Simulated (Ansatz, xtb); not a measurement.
Relative energy of two structures of CFSi−

Structure X: `FC#[Si-]`, a singlet. Structure Y: a singlet given by its coordinates. Both are isolated ions in the gas phase, relaxed with B3LYP-D3(BJ)/def2-SVPD.

X (Å):

```xyz
3

C     0.0000    0.0000   -0.0978
F     0.0000    0.0000   -1.4531
Si    0.0000    0.0000    1.5509
```

Y (Å):

```xyz
3

C    -2.8933    0.7855   -2.1957
F    -2.6799   -2.2974   -2.5984
Si   -3.3559   -0.8630   -1.9284
```

Close contacts (Å): C1–Si3 1.73, F2–Si3 1.72.

Energies in hartree; the thermal terms are from B3LYP-D3(BJ)/def2-SVPD harmonic frequencies (ideal gas, rigid rotor, one conformer each, 298.15 K, 1 atm) and include the zero-point energy:

```
                                 X           Y
E, CCSD(T)/def2-TZVPPD  −426.757494  −426.737045
     zero-point energy     0.006001     0.003873
          H(298 K) − E     0.010357     0.008543
          G(298 K) − E    −0.017157    −0.021938
```

Problem. Work out ΔE, ΔE₀, ΔH and ΔG for X → Y in kJ/mol (1 Eh = 2625.50 kJ/mol) and the equilibrium ratio [Y]/[X].

Solution. 1. ΔE = −426.737045 − (−426.757494) = +0.020449 Eh = +53.69 kJ/mol.
2. ΔE₀ = ΔE + ΔZPE = +0.020449 + (−0.002128) Eh = +48.10 kJ/mol.
3. ΔH = ΔE + (−0.001814) Eh = +48.93 kJ/mol.
4. ΔG = ΔE + (−0.004781) Eh = +41.14 kJ/mol, so ΔS = (ΔH − ΔG)/T = +26.1 J/(mol K).
5. kT = 0.9442 mEh, so K = [Y]/[X] = exp(−ΔG/kT) = exp(−16.59) ≈ 6.2 × 10^−8.

Structure X is favoured at this temperature. An error of 4 kJ/mol in ΔG would change K by a factor of 5. GFN2-xTB gave ΔE the other sign. Large T1 diagnostics make the coupled-cluster value less sure. Mirror images and further conformers aren't counted.

Other levels gave ΔE = −129.2 (GFN2-xTB); +247.5 (HF/STO-3G, GFN2-xTB geometries); +24.7 (r2SCAN-D4/def2-SVPD, GFN2-xTB geometries); +69.4 (B3LYP-D3(BJ)/def2-SVPD); +29.6 (HF/def2-TZVPPD); +116.7 (MP2/def2-TZVPPD) kJ/mol. The correlated steps freeze 7 core orbitals. Programs: Ansatz 0.2.0, xtb 6.7.1.
